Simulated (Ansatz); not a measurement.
Geometry optimisation, Ansatz, RKS B3LYP/6-31G*.

The input (input.yaml):

```yaml
crystal:
  periodic: [false, false, false]
  atoms:
    - { symbol: B, position_ang: [0.029947, -0.415685, -0.392202] }
    - { symbol: F, position_ang: [-0.135039, 0.055127, 2.079509] }
    - { symbol: H, position_ang: [1.046223, 0.20251, -0.45032] }
    - { symbol: H, position_ang: [-1.028566, 0.020303, -0.738323] }
    - { symbol: O, position_ang: [0.156806, -1.743637, -0.00868] }
    - { symbol: H, position_ang: [-0.701036, -2.195119, -0.016416] }
    - { symbol: H, position_ang: [0.273464, -0.777098, 1.971031] }
basis:
  gaussian: { orbitals: "6-31G*" }
hamiltonian:
  xc: b3lyp
relax:
  f_tol: 0.03
  max_steps: 50
```

Launched with:

```bash
$ ansatz run input.yaml --threads 1 --pin off --max-ram 2048MiB --backend cpu --events-out ev --progress --plain --runs-dir out
```

Task: Where does it end, and by what steps?

Result: It converged. After 27 steps the energy has fallen by 0.066 eV; H4 moved furthest, 1.26 Å.

| step | energy less start (eV) | largest force component (eV/Å) | accepted |
| --- | --- | --- | --- |
| 0 | 0.0000 | 0.709 | yes |
| 1 | -0.0166 | 0.301 | yes |
| 2 | -0.0183 | 0.858 | yes |
| 3 | -0.0297 | 0.214 | yes |
| 4 | -0.0343 | 0.104 | yes |
| 5 | -0.0381 | 0.097 | yes |
| 6 | -0.0395 | 0.096 | yes |
| 7 | -0.0406 | 0.073 | yes |
| 8 | -0.0413 | 0.105 | yes |
| 9 | -0.0393 | 0.187 | no |
| 10 | -0.0427 | 0.041 | yes |
| 11 | -0.0428 | 0.061 | yes |
| 12 | -0.0441 | 0.190 | yes |
| 13 | -0.0453 | 0.121 | yes |
| 14 | -0.0473 | 0.061 | yes |
| 15 | -0.0455 | 0.335 | no |
| 16 | -0.0486 | 0.057 | yes |
| 17 | -0.0514 | 0.096 | yes |
| 18 | -0.0505 | 0.256 | no |
| 19 | -0.0535 | 0.086 | yes |
| 20 | -0.0562 | 0.147 | yes |
| 21 | -0.0569 | 0.321 | yes |
| 22 | -0.0577 | 0.162 | yes |
| 23 | -0.0607 | 0.112 | yes |
| 24 | -0.0636 | 0.064 | yes |
| 25 | -0.0649 | 0.100 | yes |
| 26 | -0.0655 | 0.043 | yes |
| 27 | -0.0658 | 0.008 | yes |

```xyz
7
Properties=species:S:1:pos:R:3
B -0.066 -0.367 -0.604
F 0.597 -0.341 2.668
H 0.574 0.575 -0.258
H -0.461 -0.531 -1.722
O -0.346 -1.297 0.353
H -0.871 -2.049 0.041
H 0.216 -0.844 1.967
```

Run time: 44 s on 1 thread of Intel(R) Xeon(R) Platinum 8259CL CPU @ 2.50GHz (Skylake/Cascade Lake), on a shared host, peak memory 0.14 GiB.
